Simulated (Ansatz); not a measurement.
A nudged elastic band was laid between two geometries of BH₆N (8 atoms, charge 0, multiplicity 1).

All numbers below come from Ansatz 0.2.0, RKS PBE/def2-mTZVP.

```
movable images  : 7
climbing image  : yes
spring          : 2.0 to 10.0 eV/Å², energy-weighted
optimiser       : quadratic models (default)
start path      : through a guess of the saddle point
force threshold : 0.05 eV/Å
iteration limit : 60
end points      : relaxed
```

Image 0:

```xyz
8
Properties=species:S:1:pos:R:3
B 0.040 -0.123 0.156
H 0.251 0.640 1.079
H 0.933 -0.138 -0.670
H -1.066 0.009 -0.334
N 0.039 -1.629 0.827
H -0.151 -2.353 0.126
H 0.944 -1.851 1.257
H -0.675 -1.718 1.558
```

Image 8:

```xyz
8
Properties=species:S:1:pos:R:3
B 0.163 -0.768 -0.529
H -0.656 0.837 2.957
H 1.121 -0.048 -0.626
H -0.927 -0.450 -0.923
N 0.322 -2.018 0.070
H -0.436 -2.685 0.190
H 1.209 -2.362 0.429
H -0.480 0.330 2.430
```

(1) What changes between the two ends?

(2) Give the energies along the band, and the barrier.

(3) What is the geometry of the highest image?

Answers

(1) Bonds broken: B1–H2, N5–H8. Bonds formed: H2–H8. BH6N becomes BH4N + H2.

(2) The forces met the threshold. The highest image is number 3 of 0 to 8, 1.68 eV above the first end and 1.58 eV above the last; the last end lies 0.10 eV above the first. Another band between the same ends (7 images) ends at a top of the same energy, where a vibrational analysis finds 1 clearly imaginary mode. The orbitals stay closed-shell, which can raise the energy where a bond breaks towards radicals; this wasn't checked here.

```csv
image,path coordinate (Å),energy (eV),B1–H2 (Å),N5–H8 (Å),H2–H8 (Å)
0,0.00,0.00,1.22,1.03,2.58
1,1.34,0.26,1.22,1.02,1.97
2,1.87,1.10,1.28,1.11,1.38
3,2.25,1.68,1.38,1.42,1.00
4,2.50,1.44,1.54,1.68,0.84
5,2.79,0.92,1.81,1.95,0.77
6,3.21,0.42,2.21,2.31,0.75
7,3.91,0.15,2.86,2.79,0.75
8,5.04,0.10,3.92,3.43,0.75
```

(3) 
```xyz
8
Properties=species:S:1:pos:R:3
B 0.023 -0.356 0.103
H -0.269 0.342 1.261
H 1.067 0.142 -0.229
H -0.964 -0.163 -0.558
N 0.141 -1.801 0.715
H -0.589 -2.472 0.494
H 1.062 -2.227 0.758
H -0.155 -0.630 1.454
```

Time of the run: 89 s on 1 thread of Arm Neoverse V1 (shared host), peak memory 0.1 GiB.
